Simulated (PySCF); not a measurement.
Compound: 1,3-dioxolane, C3H6O2.
Bonds: C1–C2, C2–O3, O3–C4, C4–O5, C1–O5. Hydrogens: H6, H7 on C1; H8, H9 on C2; H10, H11 on C4.

The same species was optimised twice, with GFN2-xTB and with PBE0-D3(BJ)/def2-SVP (PySCF), and the same property calculations (PySCF, gas phase) were run on both structures.

```json
{"coordinate": "C1–C2 (Å)", "GFN2-xTB": "1.547", "PBE0-D3(BJ)/def2-SVP": "1.518", "change": "-0.029"}
{"coordinate": "C2–H9 (Å)", "GFN2-xTB": "1.091", "PBE0-D3(BJ)/def2-SVP": "1.108", "change": "+0.017"}
{"coordinate": "C4–H11 (Å)", "GFN2-xTB": "1.092", "PBE0-D3(BJ)/def2-SVP": "1.107", "change": "+0.015"}
{"coordinate": "C1–H6 (Å)", "GFN2-xTB": "1.097", "PBE0-D3(BJ)/def2-SVP": "1.108", "change": "+0.011"}
{"coordinate": "C1–H7 (Å)", "GFN2-xTB": "1.091", "PBE0-D3(BJ)/def2-SVP": "1.099", "change": "+0.008"}
{"coordinate": "C1–O5 (Å)", "GFN2-xTB": "1.414", "PBE0-D3(BJ)/def2-SVP": "1.406", "change": "-0.008"}
{"coordinate": "C2–O3 (Å)", "GFN2-xTB": "1.414", "PBE0-D3(BJ)/def2-SVP": "1.407", "change": "-0.007"}
{"coordinate": "O3–C4 (Å)", "GFN2-xTB": "1.397", "PBE0-D3(BJ)/def2-SVP": "1.402", "change": "+0.005"}
{"coordinate": "C4–O5 (Å)", "GFN2-xTB": "1.397", "PBE0-D3(BJ)/def2-SVP": "1.400", "change": "+0.003"}
{"coordinate": "C2–H8 (Å)", "GFN2-xTB": "1.097", "PBE0-D3(BJ)/def2-SVP": "1.100", "change": "+0.003"}
{"coordinate": "C4–H10 (Å)", "GFN2-xTB": "1.110", "PBE0-D3(BJ)/def2-SVP": "1.108", "change": "-0.002"}
{"coordinate": "O3–C2–H9 (°)", "GFN2-xTB": "108.0", "PBE0-D3(BJ)/def2-SVP": "111.5", "change": "+3.5"}
{"coordinate": "C1–C2–H8 (°)", "GFN2-xTB": "111.1", "PBE0-D3(BJ)/def2-SVP": "114.2", "change": "+3.1"}
{"coordinate": "C2–C1–O5 (°)", "GFN2-xTB": "104.2", "PBE0-D3(BJ)/def2-SVP": "101.7", "change": "-2.5"}
{"coordinate": "C1–C2–O3 (°)", "GFN2-xTB": "104.2", "PBE0-D3(BJ)/def2-SVP": "101.9", "change": "-2.3"}
{"coordinate": "O3–C4–H10 (°)", "GFN2-xTB": "110.4", "PBE0-D3(BJ)/def2-SVP": "108.1", "change": "-2.3"}
{"coordinate": "O3–C4–H11 (°)", "GFN2-xTB": "109.6", "PBE0-D3(BJ)/def2-SVP": "111.8", "change": "+2.2"}
{"coordinate": "C1–C2–H9 (°)", "GFN2-xTB": "113.3", "PBE0-D3(BJ)/def2-SVP": "111.1", "change": "-2.2"}
{"coordinate": "C2–O3–C4 (°)", "GFN2-xTB": "105.7", "PBE0-D3(BJ)/def2-SVP": "107.6", "change": "+1.9"}
```

Rotational constants: A = 7956, B = 7570, C = 4314 MHz (GFN2-xTB) against A = 7872, B = 7741, C = 4363 MHz (PBE0-D3(BJ)/def2-SVP). Some torsions differ by more than 30° (O5–C1–C2–O3 0° against -37°; C1–C2–O3–C4 -21° against 28°; C2–O3–C4–O5 37° against -9°), so the changes below aren't those of bond lengths and angles alone. Atoms that the bonding makes alike are paired by their places after alignment.

On the GFN2-xTB structure: lowest singlet, TDDFT (eV) 7.17 [PBE0/def2-SVPD]; lowest triplet, Tamm–Dancoff (eV) 6.97 [PBE0/def2-SVPD]; isotropic polarisability (au) 43.1 [PBE0/def2-SVPD]; HOMO (eV) -7.71 [PBE0/def2-SVPD]; LUMO (eV) 0.69 [PBE0/def2-SVPD]; dipole (D) 1.54 [PBE0/def2-SVPD]; HOMO (eV) -7.58 [PBE0/pcSseg-1]; LUMO (eV) 1.39 [PBE0/pcSseg-1]; dipole (D) 1.57 [PBE0/pcSseg-1]; GIAO shielding of C1/C2 (mean) (ppm) 119.8 [PBE0/pcSseg-1]; GIAO shielding of O3/O5 (mean) (ppm) 258.9 [PBE0/pcSseg-1]; GIAO shielding of C4 (ppm) 87.0 [PBE0/pcSseg-1].

Q: What do these properties become on the PBE0-D3(BJ)/def2-SVP structure?

A: 
```json
{"property": "lowest singlet, TDDFT (eV)", "level": "PBE0/def2-SVPD", "on GFN2-xTB": "7.17", "on PBE0-D3(BJ)/def2-SVP": "6.95", "change": "-0.22"}
{"property": "lowest triplet, Tamm–Dancoff (eV)", "level": "PBE0/def2-SVPD", "on GFN2-xTB": "6.97", "on PBE0-D3(BJ)/def2-SVP": "6.78", "change": "-0.19"}
{"property": "isotropic polarisability (au)", "level": "PBE0/def2-SVPD", "on GFN2-xTB": "43.1", "on PBE0-D3(BJ)/def2-SVP": "43.6", "change": "+0.5"}
{"property": "HOMO (eV)", "level": "PBE0/def2-SVPD", "on GFN2-xTB": "-7.71", "on PBE0-D3(BJ)/def2-SVP": "-7.43", "change": "+0.28"}
{"property": "LUMO (eV)", "level": "PBE0/def2-SVPD", "on GFN2-xTB": "0.69", "on PBE0-D3(BJ)/def2-SVP": "0.72", "change": "+0.03"}
{"property": "dipole (D)", "level": "PBE0/def2-SVPD", "on GFN2-xTB": "1.54", "on PBE0-D3(BJ)/def2-SVP": "1.18", "change": "-0.36"}
{"property": "energy, GFN2-xTB geometry as zero (kcal/mol)", "level": "PBE0/def2-SVPD", "on GFN2-xTB": "0.0", "on PBE0-D3(BJ)/def2-SVP": "0.0", "change": "0.0"}
{"property": "HOMO (eV)", "level": "PBE0/pcSseg-1", "on GFN2-xTB": "-7.58", "on PBE0-D3(BJ)/def2-SVP": "-7.30", "change": "+0.28"}
{"property": "LUMO (eV)", "level": "PBE0/pcSseg-1", "on GFN2-xTB": "1.39", "on PBE0-D3(BJ)/def2-SVP": "1.50", "change": "+0.11"}
{"property": "dipole (D)", "level": "PBE0/pcSseg-1", "on GFN2-xTB": "1.57", "on PBE0-D3(BJ)/def2-SVP": "1.25", "change": "-0.32"}
{"property": "energy, GFN2-xTB geometry as zero (kcal/mol)", "level": "PBE0/pcSseg-1", "on GFN2-xTB": "0.0", "on PBE0-D3(BJ)/def2-SVP": "0.2", "change": "+0.2"}
{"property": "GIAO shielding of C1/C2 (mean) (ppm)", "level": "PBE0/pcSseg-1", "on GFN2-xTB": "119.8", "on PBE0-D3(BJ)/def2-SVP": "117.9", "change": "-1.9"}
{"property": "GIAO shielding of O3/O5 (mean) (ppm)", "level": "PBE0/pcSseg-1", "on GFN2-xTB": "258.9", "on PBE0-D3(BJ)/def2-SVP": "271.7", "change": "+12.8"}
{"property": "GIAO shielding of C4 (ppm)", "level": "PBE0/pcSseg-1", "on GFN2-xTB": "87.0", "on PBE0-D3(BJ)/def2-SVP": "85.4", "change": "-1.6"}
```

The heavy atoms differ by 0.208 Å rms after alignment (one structure mirrored). Among all bonds C1–C2 changes most (-0.029 Å). Changes are differences of the printed values. Neither structure is proved a minimum here.
